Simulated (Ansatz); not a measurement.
Basis-set extrapolation for C3H6Cl2 (`ClCCCCl`) (PBE0-D4/def2-TZVP geometry, frozen core, Ansatz 0.2.0). Multiplicity 1, RHF reference.

```csv
,def2-TZVPP,def2-QZVPP
HF,-1036.171000,-1036.202004
MP2 correlation,-0.900261,-0.972662
CCSD(T) correlation,-1.000982,not run
```

Energies in hartree. Use E(X) = E(∞) + A·exp(−7.88·√X) for Hartree–Fock and E(X) = E(∞) + B·X^(−2.97) for correlation, with X = 3 and 4, and add CCSD(T) minus MP2 of the smaller set to the MP2 limit.

**Question.** What is the CCSD(T) energy at the basis-set limit?

**Answer.** HF limit: -1036.202004 + (-0.031004) × 0.13774 = -1036.20627. MP2 limit: -0.972662 + (-0.072401) × 0.74074 = -1.02629. Higher-order term: -1.000982 − (-0.900261) = -0.10072. Total: -1037.33328 hartree, 423.5 kJ/mol below CCSD(T)/def2-TZVPP.
